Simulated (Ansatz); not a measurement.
**doublet BO2: levels of theory in one basis**

```xyz
3

O     0.0000    0.0000   -1.3915
B     0.0000    0.0000    0.0000
O     0.0000    0.0000    1.3915
```

Basis set: def2-SVP (spherical functions). Correlated methods keep 3 orbitals frozen. Correlation on ROHF uses semicanonical orbitals with singles. Charge 0, multiplicity 2.

Computed with Ansatz (development build ahead of 0.2.0); each method stands on the lowest determinant of its kind that the runs found.

```json
{"method": "ROHF", "E − E(ROHF) (eV)": "0.00", "<S²> of the determinant": "–"}
{"method": "UHF", "E − E(ROHF) (eV)": "-0.48", "<S²> of the determinant": "1.07"}
{"method": "ROHF-MP2", "E − E(ROHF) (eV)": "-11.54", "<S²> of the determinant": "–"}
{"method": "ROHF-CCSD(T)", "E − E(ROHF) (eV)": "-12.60", "<S²> of the determinant": "–"}
{"method": "UHF-CCSD(T)", "E − E(ROHF) (eV)": "-12.62", "<S²> of the determinant": "1.07"}
```

What does UHF-MP2 give on the same scale?

-11.16 eV.

Caution for ROHF, ROHF-MP2, ROHF-CCSD(T): the determinant may break the point group. Caution for UHF, UHF-MP2, UHF-CCSD(T): the unrestricted determinant is spin contaminated.
